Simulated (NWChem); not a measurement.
# Correlation energy of FLi

```
F
Li 1 1.5290
```
Charge 0, spin multiplicity 1.

The numbers come from NWChem runs, not from measurements. All single points use one geometry, from B3LYP/def2-SVP, a minimum by its harmonic frequencies.

Basis set: cc-pVQZ. Each correlation energy counts from its own Hartree-Fock reference.

The correlated methods keep 1 core orbital frozen. The structure started from a generated list of species. Coupled-cluster values serve here as a point of comparison, not as the truth.

Question: For the correlation energy, CCSD gives -319.6 mHa and MP2 gives -321.5 mHa. What do CCSD+T(CCSD), CR-CCSD(T), CR-CCSD[T] give?

Answer: CCSD+T(CCSD): -329.7 mHa; CR-CCSD(T): -327.8 mHa; CR-CCSD[T]: -328.4 mHa.
